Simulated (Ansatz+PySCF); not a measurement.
A calculation with PySCF 2.14.0.

```python
from pyscf import gto, scf, mp

mol = gto.M(atom="""
O 0.601000 -1.650000 0.000000
O -0.601000 -1.650000 0.000000
O 0.000000 1.650000 0.601000
O 0.000000 1.650000 -0.601000
""", basis='cc-pvtz', charge=0, spin=4)
mf = scf.UHF(mol)
mf.kernel()
pt = mp.MP2(mf, frozen=4).run()
print(mf.e_tot, pt.e_corr, pt.e_tot)
```

The script is written out from the run's settings.

The run gave:

| Item | Value |
| --- | --- |
| Converged | yes |
| Reference energy | -299.35201 hartree |
| Correlation energy | -0.86773 hartree |
| Total energy | -300.21974 hartree |
| Spin squared of the determinant | 6.084 |
